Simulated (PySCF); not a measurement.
CH2PH, CH3P.
Bonds: C1–P2 (double). Hydrogens: H3, H4 on C1; H5 on P2.

Computed by this run: PySCF, PBE0-D3(BJ)/def2-SVP geometry optimisation, gas phase; density fitting, grid level 1; the optimiser is geomeTRIC in internal coordinates, started from a GFN2-xTB structure.

Step 0: E = -10364.8315 eV
```
atom  x, y, z in Å  |  force x, y, z in eV/Å
C1     -0.5431    0.0184   -0.2094    0.535  -0.205   0.068
P2      0.8908   -0.7750    0.0728   -0.264  -0.545   0.258
H3     -0.6220    0.9978   -0.6497   -0.082   0.611  -0.274
H4     -1.4751   -0.4543    0.0558   -0.553  -0.299   0.166
H5      1.7580    0.2160   -0.4250    0.365   0.438  -0.218
```

Q: Estimate the geometry and energy of step 1. (The exact step hangs on the optimiser's Hessian estimate; all steps are aligned on step 0, rigid shifts and turns removed.)

A: E = -10364.8518 eV, largest force 0.142 eV/Å
```
atom  x, y, z in Å  |  force x, y, z in eV/Å
C1     -0.5411    0.0174   -0.2083   -0.111   0.063  -0.029
P2      0.8874   -0.7874    0.0780    0.128   0.054  -0.031
H3     -0.6306    1.0137   -0.6570    0.005  -0.049   0.025
H4     -1.4906   -0.4641    0.0610    0.064   0.022  -0.011
H5      1.7836    0.2232   -0.4294   -0.085  -0.090   0.045
```

The energy changes by -0.0203 eV. The first-order estimate −F·Δx gives -0.0487 eV and the mean of the old and new forces, exact on a quadratic surface, -0.0209 eV. The step makes an angle of 33° with the force vector and moves no atom by more than 0.027 Å.

The cost below is that of the whole optimisation. Time: 1.4 s wall; peak memory 0.26 GiB. Hardware: one thread of an AMD EPYC 9R45, shared host with 96 logical CPUs at a one-minute load of 34.
